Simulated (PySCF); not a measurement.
# CH5Si (SMILES C[SiH2]): levels of theory compared

We compute a comparison of 6 runs (UB3LYP/STO-3G, UM06-2X/STO-3G, USVWN5/STO-3G, UCCSDT/STO-3G, UCCSD(T)/STO-3G, FCI/STO-3G) of CH5Si. The job is set up through a Python script.

The calculation is run with PySCF 2.14.0.

2 further runs of the same task are left out: 2 set aside as unsound or not needed.

## (1) The molecule

The species is CH5Si (7 atoms), meant as a doublet with charge 0. As SMILES, `C[SiH2]`. The Si2–H7 distance was set to 4.173 Å, away from the relaxed value. At this shape a bond of the SMILES string is far longer than usual.

Bond lengths: C1–Si2 1.875 Å, C1–H3 1.094 Å, C1–H4 1.092 Å, C1–H5 1.092 Å, Si2–H6 1.491 Å. Angles: C1–Si2–H6 111.8°, Si2–C1–H3 110.5°, Si2–C1–H4 110.8°, Si2–C1–H5 110.8°, H3–C1–H4 108.1°, H3–C1–H5 108.2°, H4–C1–H5 108.3°.

## (2) The energy at UB3LYP/STO-3G (run 1)

run.py reads:

```python
from pyscf import gto, dft

molecule = gto.Mole()
molecule.atom = [
    ('C', (-2.416536, -1.582965, 1.247208)),
    ('Si', (-2.117736, 0.255035, 1.466008)),
    ('H', (-2.498736, -1.834665, 0.185408)),
    ('H', (-1.594736, -2.163065, 1.671508)),
    ('H', (-3.341036, -1.887465, 1.741508)),
    ('H', (-3.245436, 1.066635, 0.926308)),
    ('H', (1.450600, 1.468000, -0.326000)),
]
molecule.max_memory = 1860
molecule.basis = 'sto-3g'
molecule.spin = 1
molecule.verbose = 4
molecule.build()

ks = dft.UKS(molecule, xc='b3lyp')
ks.conv_tol = 1e-10
ks.grids.level = 5
ks.kernel()
if not ks.converged:
    ks = ks.newton().run(ks.mo_coeff, ks.mo_occ)

energy = ks.e_tot
print('E(%s) = %.9f' % ('B3LYP', energy))
```

Launch:

```bash
$ OMP_NUM_THREADS=1 python run.py
```

What it wrote:

```text
PySCF version 2.14.0

[... 56 lines left out ...]
WARN: HOMO -0.157820639970811 >= LUMO -0.157820639970812
[... 25 lines left out ...]
WARN: HOMO -0.00946449433453367 >= LUMO -0.020785202132784
[... 122 lines left out ...]
converged SCF energy = -326.54926573639  <S^2> = 0.7632481  2S+1 = 2.0132045
E(B3LYP) = -326.549265736
```

Wall time 14 s (1 thread of Arm Neoverse V2, shared host); peak memory 0.21 GiB.

## (3) A single-point energy at UM06-2X/STO-3G (run 2)

input.py reads:

```python
from pyscf import gto, dft

system = gto.M(
    atom='''
C     -4.566591    -2.991370     2.356882
Si    -4.001941     0.481946     2.770354
H     -4.721927    -3.467014     0.350370
H     -3.013614    -4.087600     3.158692
H     -6.313643    -3.566792     3.290973
H     -6.132985     2.015648     1.750468
H      2.741237     2.774118    -0.616051
''',
    spin=1,
    charge=0,
    max_memory=1860,
    basis='sto-3g',
    verbose=3,
    unit='bohr',
)

calc0 = dft.UKS(system)
calc0.xc = 'm06-2x'
calc0.conv_tol = 1e-10
calc0.grids.level = 5
calc0.kernel()
if not calc0.converged:
    calc0 = calc0.newton().run(calc0.mo_coeff, calc0.mo_occ)

energy = calc0.e_tot
print('E = %.10f Eh' % energy)
```

Launch:

```bash
$ OMP_NUM_THREADS=1 python input.py
```

What it wrote:

```text
WARN: HOMO -0.145917768977325 >= LUMO -0.145917768977326

converged SCF energy = -326.544651541976  <S^2> = 0.75018371  2S+1 = 2.0001837
E = -326.5446515420 Eh
```

It took 12 s on 1 thread of Arm Neoverse V2, shared host; peak memory 0.24 GiB.

Runs 3 to 5 aren't shown in full; the table further down has their settings and results.

## (4) The energy at FCI/STO-3G (run 6)

geometry.xyz reads:

```xyz
7

C     -2.416536    -1.582965     1.247208
Si    -2.117736     0.255035     1.466008
H     -2.498736    -1.834665     0.185408
H     -1.594736    -2.163065     1.671508
H     -3.341036    -1.887465     1.741508
H     -3.245436     1.066635     0.926308
H      1.450600     1.468000    -0.326000
```

calc.py reads:

```python
from pyscf import gto, mcscf

mol = gto.Mole()
mol.atom = 'geometry.xyz'
mol.basis = 'sto-3g'
mol.max_memory = 1860
mol.spin = 1
mol.verbose = 3
mol.build()

mf = mol.ROHF()
mf.conv_tol = 1e-10
mf.kernel()
if not mf.converged:
    mf = mf.newton().run(mf.mo_coeff, mf.mo_occ)

cas = mcscf.CASCI(mf, mf.mo_coeff.shape[-1] - 6, (mol.nelec[0] - 6, mol.nelec[1] - 6))  # full CI above the frozen core
cas.fix_spin_(ss=0.75)
cas.kernel()
e_tot = cas.e_tot
print('E = %.10f Eh' % e_tot)
```

Launch:

```bash
$ OMP_NUM_THREADS=1 python calc.py
```

What it wrote:

```text
converged SCF energy = -325.716689134443
CASCI E = -325.834434447375  E(CI) = -29.6194630852811  S^2 = 0.7500000
E = -325.8344344474 Eh
```

Wall time 63 s (1 thread of Arm Neoverse V2, shared host); peak memory 0.71 GiB.

## (5) All runs side by side

| run | level | integration grid | frozen core orbitals | energy (Eh) | dipole moment (D) of the reference | HOMO energy (eV) | LUMO energy (eV) | wall time |
| --- | --- | --- | --- | --- | --- | --- | --- | --- |
| 1 | UB3LYP/STO-3G | 5 | – | -326.549266 | 0.59 | -2.24 | 1.41 | 14 s |
| 2 | UM06-2X/STO-3G | 5 | – | -326.544652 | 0.56 | -3.57 | 2.76 | 12 s |
| 3 | USVWN5/STO-3G | 5 | – | -324.912609 | 0.84 | -0.98 | 0.44 | 3.3 s |
| 4 | UCCSDT/STO-3G | – | 6 | -325.834298 | 0.56 | -5.19 | 6.29 | 2.8 s |
| 5 | UCCSD(T)/STO-3G | – | 6 | -325.834114 | 0.56 | -5.19 | 6.29 | 0.71 s |
| 6 | FCI/STO-3G | – | 6 | -325.834434 | 0.56 | – | – | 63 s |

## (6) What came out

| quantity | value |
| --- | --- |
| run 6: total energy | -325.83443 Eh |
| run 6: dipole moment (Hartree–Fock density) | 0.56 D |
| run 6: correlation energy (6 core orbitals frozen) | -117.7 mEh |

**Reading.** Against full CI in this basis: UCCSDT +0.1 mEh; UCCSD(T) +0.3 mEh. Over runs 1, 2, 3 the dipole moment (its size) runs from 0.56 D (UM06-2X/STO-3G) to 0.84 D (USVWN5/STO-3G). Totals of different functionals can't be ranked against each other. In runs 1, 2, 3, 4, 5, 6 the basis is minimal, so the values are rough. All runs together took 96 s, the longest 63 s.
